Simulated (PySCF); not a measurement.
cyanoallene, C₄H₃N, SMILES C=C=CC#N, point group Cs.

Force field and properties: PBE0/pcSseg-1 (PySCF, grid level 2). Vibrational terms come from second-order perturbation theory with semi-diagonal cubic constants, by steps of ±0.6 along the normal coordinates of each isotopologue. The parent has the commonest isotopes.

Equilibrium geometry (Å):

| atom | x | y | z |
| --- | --- | --- | --- |
| C1 | -1.6673 | 0.2172 | 0.3815 |
| C2 | -0.4035 | -0.0640 | 0.4150 |
| C3 | 0.8740 | -0.3566 | 0.4617 |
| C4 | 1.8063 | 0.0906 | -0.5171 |
| N5 | 2.5875 | 0.4371 | -1.2941 |
| H6 | -2.3723 | -0.4305 | -0.1388 |
| H7 | -2.0557 | 1.1119 | 0.8672 |
| H8 | 1.2671 | -0.9680 | 1.2753 |

(1) Give the equilibrium and ground-state rotational constants (MHz) of parent; ¹³C at 1; ¹³C at 2; ¹³C at 1, ²H at 6; ²H at 6.

(2) How is the parent's vibrational correction B0 − Be made up?

(3) And its quartic centrifugal distortion constants from the harmonic force field?

(4) Which nuclear quadrupole couplings χaa, χbb, χcc (MHz) does the parent show, at equilibrium and averaged?

A mode lies under 250 cm⁻¹, where this perturbation treatment is rough.

Results:

(1) 
| species | Ae | Be | Ce | A0 | B0 | C0 | Δ0 (u Å²) | harmonic ZPE (cm⁻¹) |
| --- | --- | --- | --- | --- | --- | --- | --- | --- |
| parent | 26735 | 2682.9 | 2480.4 | 26982 | 2676.1 | 2473 | -3.218 | 12056 |
| ¹³C at 1 | 26473 | 2610.2 | 2415.9 | 26721 | 2603.5 | 2408.7 | -3.215 | 12018 |
| ¹³C at 2 | 26705 | 2664.5 | 2464.3 | 26953 | 2657.7 | 2457 | -3.217 | 12013 |
| ¹³C at 1, ²H at 6 | 24825 | 2500.9 | 2325.7 | 25037 | 2494.5 | 2318.8 | -4.840 | 11355 |
| ²H at 6 | 25022 | 2565.3 | 2383.1 | 25233 | 2558.8 | 2376 | -4.836 | 11395 |

Δ0 = Ic − Ia − Ib from the ground-state constants.

(2) 
```csv
axis,harmonic,Coriolis,cubic,total (MHz)
a,262,-73.4,58.9,247
b,3.08,-0.849,-9.09,-6.86
c,1.44,-1.46,-7.39,-7.4
```

(3) Asymmetric top, A reduction, Ir representation: ΔJ = 1.19 kHz, ΔJK = -84 kHz, ΔK = 1970 kHz, δJ = 0.28 kHz, δK = 6.05 kHz.

(4) 14N at 5: -2.9, 0.9, 2.0 and -2.9, 0.9, 2.0.
